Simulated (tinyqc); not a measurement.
Worked calculation: UHF in the sto-3g basis, for CH2, spin multiplicity 1. This run ends on a higher stationary point, not on the lowest solution. Computed by tinyqc, a small Python program that keeps every step (integrals from PySCF). Settings: charge = 0, multiplicity = 1, basis = sto-3g, energy threshold = 1e-09, iteration cap = 76, orthogonalisation = symmetric, start = core, DIIS depth = 0, damping = 0.7, method = UHF, break = 0.2. Command: `OMP_NUM_THREADS=1 python tinyqc.py 24362 24363 out.jsonl` (the two numbers bound the seeds that draw the settings). One thread of a shared host (Intel(R) Xeon(R) Processor @ 2.60GHz), about 0.1 s of CPU time with the checks.

Geometry (angstrom):
```
atom         x          y         z
C     0.000000   0.000000  0.000000
H     0.000000   0.815000  0.615000
H     0.000000  -0.815000  0.615000
```

Stop when the energy changes by less than 1e-09 hartree and every element of the error matrix X^T (F D S - S D F) X (for each spin) is below 9e-06.

Course of the cycle:
```
iteration   E (hartree)     change  largest element of the error matrix
1          -36.70567337          -                             3.35e-01
2          -37.10958783  -4.04e-01                             2.57e-01
3          -37.42170312  -3.12e-01                             1.93e-01
4          -37.65843025  -2.37e-01                             1.42e-01
5          -37.83642922  -1.78e-01                             1.05e-01
6          -37.96987961  -1.33e-01                             7.65e-02
7          -38.06996282  -1.00e-01                             6.60e-02
8          -38.14517628  -7.52e-02                             6.46e-02
9          -38.20186602  -5.67e-02                             6.20e-02
10         -38.24473793  -4.29e-02                             5.85e-02
11         -38.27727610  -3.25e-02                             5.47e-02
12         -38.30206291  -2.48e-02                             5.06e-02
13         -38.32101688  -1.90e-02                             4.65e-02
14         -38.33556736  -1.46e-02                             4.25e-02
...                 ...        ...                                  ...
63         -38.38816481  -1.17e-06                             5.51e-04
64         -38.38816580  -9.90e-07                             5.07e-04
65         -38.38816664  -8.40e-07                             4.67e-04
66         -38.38816736  -7.12e-07                             4.31e-04
67         -38.38816796  -6.05e-07                             3.97e-04
68         -38.38816847  -5.13e-07                             3.66e-04
69         -38.38816891  -4.36e-07                             3.37e-04
70         -38.38816928  -3.70e-07                             3.10e-04
71         -38.38816959  -3.14e-07                             2.86e-04
72         -38.38816986  -2.67e-07                             2.64e-04
73         -38.38817009  -2.27e-07                             2.43e-04
74         -38.38817028  -1.92e-07                             2.24e-04
75         -38.38817044  -1.63e-07                             2.06e-04
76         -38.38817058  -1.39e-07                             1.90e-04
```

Can the last value be used, and what does the course show?

Not by the stop rule, although the second column moves by less than 1e-06 over the last three steps. Not converged within the cap of 76 iterations: the residual falls steadily but slowly, by a factor of about 0.92 a step. Reruns (cap 100 unless said): DIIS 8: converged in 10; damping 0.5: converged in 67; level shift 0.5: converged in 60; atomic densities as start, DIIS 8: converged in 7 to a higher stationary point; the original settings with a cap of 400: converged in 113. PySCF UHF in the same basis, after a stability check = -38.38817136 hartree.
